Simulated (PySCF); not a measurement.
(E)-diazene, H₂N₂, SMILES [H]/N=N/[H], point group C2h.

Force field and properties: PBE0/pcSseg-2 (PySCF, grid level 2). Vibrational terms come from second-order perturbation theory with semi-diagonal cubic constants, by steps of ±0.6 along the normal coordinates of each isotopologue. The parent has the commonest isotopes.

Equilibrium geometry (Å):

| atom | x | y | z |
| --- | --- | --- | --- |
| H1 | 1.3459 | 0.0803 | 0.4533 |
| N2 | 0.4779 | -0.2989 | 0.8612 |
| N3 | -0.4574 | 0.3084 | 0.3409 |
| H4 | -1.3255 | -0.0708 | 0.7488 |

An isotope shift is δ(isotopologue) − δ(parent), that is, the negative of the change in the averaged GIAO shielding; n counts bonds from the nearest label (0: the labelled atom itself). These are computed values; those of heavy atoms are rounded to 5 ppb, about the numerical noise.

(1) What isotope shifts arise with ²H at 1?

(2) What isotope shifts arise with ¹⁵N at 2?

(3) What isotope shifts arise with ²H at 1, ²H at 4?

Results:

(1) 
```
nucleus  n  0 K (ppb)  200 K (ppb)
     H1  0       -130         -131
     N2  1      -2945        -2940
     N3  2      -1210        -1210
     H4  3        -44          -42
```

(2) 
```tsv
nucleus	n	0 K (ppb)	200 K (ppb)
N2	0	-125	-125
H1	1	-5	-6
N3	1	-135	-135
H4	2	-5	-5
```

(3) 
```csv
nucleus,n,0 K (ppb),200 K (ppb)
H1,0,-168,-166
H4,0,-168,-166
N2,1,-4220,-4210
N3,1,-4220,-4210
```
